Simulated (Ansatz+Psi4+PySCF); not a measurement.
Results of a calculation; reference values are marked as such.
## Psi4 1.11 run

```
molecule {
1 2
O -0.001960 0.007230 -1.705860
C 0.006200 -0.004030 -0.513760
S 0.003280 0.007790 1.039460
}

basis {
assign C cc-pVTZ
assign O cc-pVTZ
assign S cc-pV(T+d)Z
}
set reference rohf
set scf_type pk
energy('scf')
```

The input is written out from the run's settings.

Results

```yaml
Converged: yes
Total_energy: -509.94569 hartree
Spin_squared_of_the_determinant: 0.750
Occupied_orbitals_by_symmetry_in_an_Abelian_subgroup_alpha;_beta: 12 Ap 3 App; 11 Ap 3 App
```
